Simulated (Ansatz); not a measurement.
# C4H6O2: how energies converge with the basis set

An exercise on one series of results from a longer session: the logs are not shown, and one member is left open.

Program: Ansatz 0.2.0, Gaussian basis. Level of theory: one geometry, several basis sets. These are calculated values, not measurements.

Levels to be run: PBE0-D4/def2-SVP; ωB97M-V/def2-SVP; PBE0-D4/def2-QZVPP; ωB97M-V/def2-QZVPP; the functionals' def2-TZVPP values are taken from earlier runs.

### Structure used throughout

All runs share one geometry, relaxed beforehand with PBE0-D4 in a triple-zeta def2 set.

SMILES `C=CCC(=O)O`, 12 atoms, charge 0, spin multiplicity 1.

Atoms are counted from 1 here; the program's logs count them from 0.

Bond lengths: C1–C2 1.324 Å, C1–H7 1.086 Å, C1–H8 1.083 Å, C2–C3 1.491 Å, C2–H9 1.086 Å, C3–C4 1.505 Å, C3–H10 1.099 Å, C3–H11 1.092 Å, C4–O5 1.200 Å, C4–O6 1.344 Å, O6–H12 0.968 Å. Angles: C2–C1–H7 121.7°, C2–C1–H8 121.3°, H7–C1–H8 117.0°, C1–C2–C3 123.9°, C1–C2–H9 120.2°, C3–C2–H9 115.9°, C2–C3–C4 113.1°, C2–C3–H10 110.4°, C2–C3–H11 112.0°, C4–C3–H10 105.6°, C4–C3–H11 109.3°, H10–C3–H11 106.0°, C3–C4–O5 125.9°, C3–C4–O6 111.3°, O5–C4–O6 122.7°, C4–O6–H12 106.6°.

Geometry (Å):

```tsv
atom	x (Å)	y (Å)	z (Å)
C1	1.5901	-1.2760	0.7842
C2	0.4473	-0.6107	0.8461
C3	0.1338	0.5844	0.0123
C4	-1.2242	0.5146	-0.6330
O5	-2.1177	-0.2199	-0.3154
O6	-1.3432	1.4188	-1.6205
H7	2.3801	-0.9902	0.0964
H8	1.7780	-2.1333	1.4195
H9	-0.3326	-0.9276	1.5318
H10	0.1195	1.4918	0.6319
H11	0.8902	0.7568	-0.7562
H12	-2.2444	1.3363	-1.9632
```

Set-up of the first run:

in.yaml reads:

```yaml
crystal:
  periodic: [false, false, false]
  atoms:
    - {symbol: C, position_ang: [1.590134, -1.276049, 0.784246]}
    - {symbol: C, position_ang: [0.447319, -0.610684, 0.846108]}
    - {symbol: C, position_ang: [0.133832, 0.584388, 0.012256]}
    - {symbol: C, position_ang: [-1.224150, 0.514590, -0.633013]}
    - {symbol: O, position_ang: [-2.117725, -0.219940, -0.315371]}
    - {symbol: O, position_ang: [-1.343217, 1.418816, -1.620488]}
    - {symbol: H, position_ang: [2.380091, -0.990152, 0.096394]}
    - {symbol: H, position_ang: [1.778047, -2.133338, 1.419459]}
    - {symbol: H, position_ang: [-0.332635, -0.927631, 1.531820]}
    - {symbol: H, position_ang: [0.119450, 1.491766, 0.631914]}
    - {symbol: H, position_ang: [0.890171, 0.756786, -0.756247]}
    - {symbol: H, position_ang: [-2.244416, 1.336251, -1.963179]}
basis:
  gaussian: {orbitals: def2-SVP}
hamiltonian: {xc: pbe0, dispersion: d4}
output: {orbitals: {seedname: orbitals}}
```

Steps of the session up to this table: PBE0-D4 in def2-SVP; ωB97M-V in def2-SVP; PBE0-D4 in def2-QZVPP; ωB97M-V in def2-QZVPP.

One of the session's tables, all rows but one given; the rest of the session is left out.

It belongs to the step «Density functionals: the series». 

```
functional       basis  HOMO (eV)  LUMO (eV)
   PBE0-D4    def2-SVP      -7.59       0.36
   PBE0-D4  def2-TZVPP      -7.69       0.12
   PBE0-D4  def2-QZVPP      -7.72       0.03
   ωB97M-V    def2-SVP      -9.87       2.60
   ωB97M-V  def2-TZVPP          ?          ?
   ωB97M-V  def2-QZVPP     -10.00       1.79
```

Q: Estimate the row for ωB97M-V, def2-TZVPP from the others.

The run gave: HOMO (eV): -9.98; LUMO (eV): 2.25. In the column «HOMO (eV)» it lies between ωB97M-V, def2-QZVPP (-10.00) and ωB97M-V, def2-SVP (-9.87).
